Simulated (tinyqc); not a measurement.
Pariser-Parr-Pople SCF with singles CI, for the molecule FC1=CC=C1 (SMILES; centres numbered as the heavy atoms are written), step by step. Computed by tinyqc, a small Python program that keeps every step. Settings: charge = 0, gamma = MN, start = huckel, damping = 0.5, iteration cap = 56, excitations kept = 9. Command: `OMP_NUM_THREADS=1 python tinyqc.py 28715 28716 out.jsonl` (the two numbers bound the seeds that draw the settings). One thread of a shared host (Intel(R) Xeon(R) Processor @ 2.60GHz), about 0.01 s of CPU time with the checks. Later iterations appear only in the table of the cycle.

## PPP integrals

Centres (angstrom, eV; a flat drawing with bonds scaled to 1.40 angstrom):
```
centre          x          y  core charge z          W   gamma_rr
1F       1.912000   0.000000              2  39.000000  21.400000
2C       0.512000   0.000000              1  11.160000  11.130000
3C      -0.478000   0.990000              1  11.160000  11.130000
4C      -1.468000   0.000000              1  11.160000  11.130000
5C      -0.478000  -0.990000              1  11.160000  11.130000
```

Resonance integrals (eV):
```
i  j       beta
1  2  -2.100000
2  3  -2.390000
3  4  -2.390000
4  5  -2.390000
5  2  -2.390000
```

Mataga-Nishimoto: gamma = 14.399645/(R + a), a = 2 x 14.399645/(gamma_rr + gamma_ss); H_rr = -W_r - sum_(s != r) z_s gamma_rs; H_rs = beta for bonds.

repulsion gamma_rs (eV):
```
           1F         2C         3C         4C         5C
1F  21.400000   6.300946   4.147072   3.375986   4.147072
2C   6.300946  11.130000   5.345397   4.398492   5.345397
3C   4.147072   5.345397  11.130000   5.345397   4.398492
4C   3.375986   4.398492   5.345397  11.130000   5.345397
5C   4.147072   5.345397   4.398492   5.345397  11.130000
```

core matrix H (eV):
```
            1F          2C          3C          4C          5C
1F  -56.971077   -2.100000    0.000000    0.000000    0.000000
2C   -2.100000  -38.851178   -2.390000    0.000000   -2.390000
3C    0.000000   -2.390000  -34.543431   -2.390000    0.000000
4C    0.000000    0.000000   -2.390000  -33.001259   -2.390000
5C    0.000000   -2.390000    0.000000   -2.390000  -34.543431
```

## Starting guess

pi electrons, sum of z_r less the charge = 6

Orbitals of the Hueckel matrix of the beta values.

P at the start:
```
           1F        2C         3C         4C         5C
1F   1.000000  0.851125   0.000000  -0.524962   0.000000
2C   0.851125  1.000000   0.371205   0.000000   0.371205
3C   0.000000  0.371205   1.500000   0.601837  -0.500000
4C  -0.524962  0.000000   0.601837   1.000000   0.601837
5C   0.000000  0.371205  -0.500000   0.601837   1.500000
```

## Iteration 1: Fock matrix

F_rr = H_rr + P_rr gamma_rr / 2 + sum_(s != r) P_ss gamma_rs; F_rs = H_rs - P_rs gamma_rs / 2; E = tr P (H + F) / 2 + core repulsion sum_(r<s) z_r z_s gamma_rs.

F (eV):
```
            1F         2C         3C         4C         5C
1F  -24.152928  -4.781448   0.000000   0.886133   0.000000
2C   -4.781448  -6.550549  -3.382118   0.000000  -3.382118
3C    0.000000  -3.382118  -4.760326  -3.998528   1.099623
4C    0.886133   0.000000  -3.998528  -3.625589  -3.998528
5C    0.000000  -3.382118   1.099623  -3.998528  -4.760326
```

pi energy = -93.258143 eV

## Iteration 1: orbitals and new P

Diagonalise F (the basis is taken as orthonormal) and form P = 2 sum c c over the lowest orbitals; 0.5 of the old P is kept.

orbital energies (eV): -25.448958  -11.467639  -5.859949  -4.415369  3.342197

P after iteration 1:
```
           1F        2C         3C         4C         5C
1F   1.455366  0.593848  -0.041142  -0.367058  -0.041142
2C   0.593848  0.824128   0.438411   0.250848   0.438411
3C  -0.041142  0.438411   1.481423   0.543209  -0.518577
4C  -0.367058  0.250848   0.543209   0.757659   0.543209
5C  -0.041142  0.438411  -0.518577   0.543209   1.481423
```

## Iteration 2: Fock matrix

As before.

F (eV):
```
            1F         2C         3C         4C         5C
1F  -21.360885  -3.970902   0.085309   0.619592   0.085309
2C   -3.970902  -5.924572  -3.561741  -0.551676  -3.561741
3C    0.085309  -3.561741  -5.292492  -3.841834   1.140478
4C    0.619592  -0.551676  -3.841834  -4.409078  -3.841834
5C    0.085309  -3.561741   1.140478  -3.841834  -5.292492
```

pi energy = -99.075051 eV

## Iteration 2: orbitals and new P

As before.

orbital energies (eV): -22.391040  -12.087039  -6.432970  -4.030881  2.662411

P after iteration 2:
```
           1F        2C         3C         4C         5C
1F   1.688433  0.458009  -0.058303  -0.277940  -0.058303
2C   0.458009  0.716349   0.464153   0.381839   0.464153
3C  -0.058303  0.464153   1.469903   0.522026  -0.530097
4C  -0.277940  0.381839   0.522026   0.655411   0.522026
5C  -0.058303  0.464153  -0.530097   0.522026   1.469903
```

## Iteration 3: Fock matrix

As before.

F (eV):
```
            1F         2C         3C         4C         5C
1F  -19.986913  -3.542944   0.120893   0.469161   0.120893
2C   -3.542944  -5.628714  -3.630541  -0.839758  -3.630541
3C    0.120893  -3.630541  -5.563404  -3.785219   1.165813
4C    0.469161  -0.839758  -3.785219  -4.788480  -3.785219
5C    0.120893  -3.630541   1.165813  -3.785219  -5.563404
```

pi energy = -101.820950 eV

## Iteration 3: orbitals and new P

As before.

orbital energies (eV): -20.881576  -12.405478  -6.729217  -3.871249  2.356606

P after iteration 3:
```
           1F        2C         3C         4C         5C
1F   1.808869  0.383696  -0.065275  -0.225914  -0.065275
2C   0.383696  0.652150   0.472921   0.450943   0.472921
3C  -0.065275  0.472921   1.462296   0.515301  -0.537704
4C  -0.225914  0.450943   0.515301   0.614389   0.515301
5C  -0.065275  0.472921  -0.537704   0.515301   1.462296
```

## Convergence

Stop when output and input P, before any damping, agree to 1e-7.

Course of the cycle:
```
iteration         E (eV)  largest |P(out) - P(in)|
1           -93.25814313                  9.11e-01
2           -99.07505099                  4.66e-01
3          -101.82095046                  2.41e-01
4          -103.16491356                  1.26e-01
5          -103.83416837                  6.61e-02
6          -104.16985955                  3.52e-02
7          -104.33864305                  1.89e-02
8          -104.42352848                  1.04e-02
9          -104.46619513                  6.40e-03
10         -104.48762369                  3.97e-03
11         -104.49837720                  2.49e-03
...                  ...                       ...
24         -104.50918266                  7.31e-06
25         -104.50918333                  4.69e-06
26         -104.50918366                  3.01e-06
27         -104.50918383                  1.93e-06
28         -104.50918391                  1.24e-06
29         -104.50918395                  7.98e-07
30         -104.50918397                  5.12e-07
31         -104.50918398                  3.29e-07
32         -104.50918399                  2.11e-07
33         -104.50918399                  1.35e-07
34         -104.50918399                  8.70e-08
```

Converged in 34 iterations.

## Converged orbitals

Charges are z - P_rr.

orbital energies (eV): -19.321014  -12.750254  -7.066691  -3.735928  2.041674

coefficients:
```
         MO1        MO2        MO3        MO4        MO5
1F  0.966303  -0.195128   0.000000  -0.152700   0.069763
2C  0.240762   0.472087   0.000000   0.704942  -0.471408
3C  0.059507   0.469739   0.707107   0.016126   0.524923
4C  0.034795   0.545664   0.000000  -0.692257  -0.470978
5C  0.059507   0.469739  -0.707107   0.016126   0.524923
```

pi charges: 1F 0.056369, 2C 0.438336, 3C -0.448392, 4C 0.402079, 5C -0.448392

## Singles CI, singlets

Over the 6 single excitations with the smallest orbital gaps: A = (e_a - e_i) delta + 2 (ia|jb) - (ij|ab), with (pq|rs) = sum c_mp c_mq gamma_mn c_nr c_ns. f = 2/3 w |mu|^2 in atomic units, mu = sqrt2 sum c_ia sum_m c_mi c_ma R_m.

singlet CI matrix (eV):
```
           3>4        2>4       3>5        2>5        1>4        1>5
3>4  -1.984449   0.000000  0.060249   0.000000   0.000000   0.000000
2>4   0.000000   6.030479  0.000000   0.104134   0.121648  -0.242893
3>5   0.060249   0.000000  6.145454   0.000000   0.000000   0.000000
2>5   0.000000   0.104134  0.000000  10.653437  -0.149155  -0.006881
1>4   0.000000   0.121648  0.000000  -0.149155  11.116629   0.737057
1>5   0.000000  -0.242893  0.000000  -0.006881   0.737057  16.966456
```

singlet excitation energies (eV): -1.984896  6.018796  6.145901  10.606828  11.078734  17.062644

oscillator strengths: -0.000102  0.640628  0.581081  0.001400  0.039292  0.002482

## Singles CI, triplets

Over the 6 single excitations with the smallest orbital gaps: A = (e_a - e_i) delta - (ij|ab), with (pq|rs) = sum c_mp c_mq gamma_mn c_nr c_ns.

triplet CI matrix (eV):
```
           3>4        2>4        3>5        2>5        1>4        1>5
3>4  -1.987951   0.000000  -0.053717   0.000000   0.000000   0.000000
2>4   0.000000   2.468233   0.000000  -0.141888  -0.336971  -0.007463
3>5  -0.053717   0.000000   2.435801   0.000000   0.000000   0.000000
2>5   0.000000  -0.141888   0.000000   8.334295  -0.007463  -0.369260
1>4   0.000000  -0.336971   0.000000  -0.007463  10.184420   1.201542
1>5   0.000000  -0.007463   0.000000  -0.369260   1.201542  16.697296
```

triplet excitation energies (eV): -1.988603  2.436453  2.450022  8.319792  9.986793  16.927636
